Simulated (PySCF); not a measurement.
**Electron affinity of F by level of theory**

F⁻ [Ne] (1S) → F [He] 2s2 2p5 (2P), as a difference of total energies. Computed with PySCF 2.14 in dyall-av3z (15s9p3d2f, 71 functions), with the spin-free X2C one-electron Hamiltonian (Gaussian nucleus). Correlated levels: valence: 1s2 frozen; virtual orbitals above 40 to 60 times the deepest correlated orbital energy dropped. The calculations carry no spin-orbit coupling.

```csv
method,electron affinity (eV)
UHF,1.166
MP2 (valence),3.628
SCS-MP2 (valence),3.442
CCSD (valence),3.132
CCSD(T) (valence),3.299
```

Problem. How much does correlation contribute at CCSD(T) (valence)?

Solution. 3.299 − (1.166) = 2.133 eV, measured against UHF.

A first-order spin-orbit estimate (lowest level to lowest level, LS coupling) adds -0.018 eV.

Errors of the correlated levels include the incompleteness of this basis and the frozen core.

For comparison: 3.401 eV (measured; photodetachment measurements, as compiled on the Wikipedia data page of electron affinities).
